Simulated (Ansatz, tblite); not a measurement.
# The cluster PdS3−: a ladder of methods and basis sets

Aim: run the doublet of the cluster PdS3− at one geometry on many levels, and compare frontier levels, spin and run time.

Program: Ansatz 0.2.0, Gaussian basis. Level of theory: as each input shows. These are calculated values, not measurements.

Levels to be run: GFN1-xTB, GFN2-xTB, PBE-D4/def2-TZVPD, r2SCAN-D4/def2-TZVPD, r2SCANh-D4/def2-TZVPD, PBE-QIDH/def2-TZVPD, LC-ωPBE/def2-TZVPD, ωB97X-V/def2-TZVPD, r2SCAN0-D4/def2-TZVPD, PBE-D4/def2-SVPD, PBE0-D4/def2-SVPD, CCSD(T)/def2-SVPD, MP2/def2-TZVPD, RPA/def2-TZVPD.

3 further runs of the same task are left out: 3 set aside as unsound or not needed. Runs told in other sessions of the task aren't counted.

### Step 1. The geometry

The geometry is that of the doublet, from an earlier relaxation (PBE0-D4/def2-SVPD). At that level it is the lowest of the isomers that a small search found.

4 atoms, charge -1, spin multiplicity 2.

Bond lengths: Pd1–S2 2.360 Å, Pd1–S3 2.312 Å, Pd1–S4 2.182 Å, S2–S3 2.053 Å. Angles: S2–Pd1–S3 52.1°, S2–Pd1–S4 166.4°, S3–Pd1–S4 141.5°, Pd1–S2–S3 62.7°, Pd1–S3–S2 65.2°.

As a file:

```csv
atom,x (Å),y (Å),z (Å)
Pd1,-0.4353,-0.2354,0.1860
S2,1.5433,0.8320,0.9052
S3,1.2418,0.6742,-1.1194
S4,-2.3497,-1.2709,0.0282
```

Pd takes a core potential in the def2 sets. No spin-orbit coupling is included. The ion is computed in the gas phase, without counter-ions or solvent.

PBE0-D4/def2-TZVPD was run before; its log isn't repeated, and its numbers join the tables.

### Step 2. GFN1-xTB

Tight binding, by tblite at 300 K electronic temperature and without a spin-polarisation term:

```python
tblite.interface.Calculator('GFN1-xTB', numbers, positions, charge=-1, uhf=1).singlepoint()
```

Energy -428.2974 eV; 0.008 s.

### Step 3. GFN2-xTB

Tight binding, by tblite at 300 K electronic temperature and without a spin-polarisation term:

```python
tblite.interface.Calculator('GFN2-xTB', numbers, positions, charge=-1, uhf=1).singlepoint()
```

Energy -395.6866 eV; 0.006 s.

### Step 4. PBE-D4/def2-TZVPD

start.molden holds the orbitals of an earlier run on this state, given as this run's starting guess.

Contents of in.yaml:

```yaml
crystal:
  periodic: [false, false, false]
  atoms:
    - {symbol: Pd, position_ang: [-0.435285, -0.235374, 0.186007]}
    - {symbol: S, position_ang: [1.543254, 0.832049, 0.905215]}
    - {symbol: S, position_ang: [1.241766, 0.674190, -1.119400]}
    - {symbol: S, position_ang: [-2.349735, -1.270864, 0.028177]}
basis:
  gaussian: {orbitals: def2-TZVPD, initial_orbitals: start.molden}
total_charge: -1
magnetization: {spin_polarized: true, initial_magnetization: 1}
hamiltonian: {xc: pbe, dispersion: d4}
scf: {omitted_lower_state_checks: [starts]}
output: {orbitals: {seedname: orbitals}}
```

Command:

```bash
ansatz run in.yaml --threads 4 --pin off --events-out ev --progress --plain --max-ram 3916MiB
```

Further steps of the session: r2SCAN-D4/def2-TZVPD; r2SCANh-D4/def2-TZVPD; PBE-QIDH/def2-TZVPD; LC-ωPBE/def2-TZVPD; ωB97X-V/def2-TZVPD; r2SCAN0-D4/def2-TZVPD; PBE-D4/def2-SVPD; PBE0-D4/def2-SVPD; CCSD(T)/def2-SVPD; MP2/def2-TZVPD; RPA/def2-TZVPD.

Before running them: what should the planned runs give, taken together? Wanted: gap in def2-TZVPD, named functionals, smallest and largest; correlation energy, CCSD(T)/def2-SVPD; correlation energy, MP2/def2-TZVPD; ⟨S²⟩ in def2-TZVPD, named functionals, smallest and largest; PBE0 total energy, smallest basis above largest.

The runs gave:

```
                                                   quantity                                value
 gap in def2-TZVPD, named functionals, smallest and largest  0.06 eV (PBE-D4), 6.86 eV (LC-ωPBE)
                      correlation energy, CCSD(T)/def2-SVPD                            -23.38 eV
                         correlation energy, MP2/def2-TZVPD                            -27.47 eV
⟨S²⟩ in def2-TZVPD, named functionals, smallest and largest                         0.757, 0.779
            PBE0 total energy, smallest basis above largest     11.91 eV (def2-SVPD, def2-TZVPD)
```

In words: Over the named functionals in def2-TZVPD the gap runs from 0.06 eV (PBE-D4) to 6.86 eV (LC-ωPBE); exact exchange widens it. Over the named functionals in def2-TZVPD spin contamination reaches 0.03 (r2SCAN0-D4), which is small. Notes on CCSD(T)/def2-SVPD: large T1 diagnostic, spin contamination.
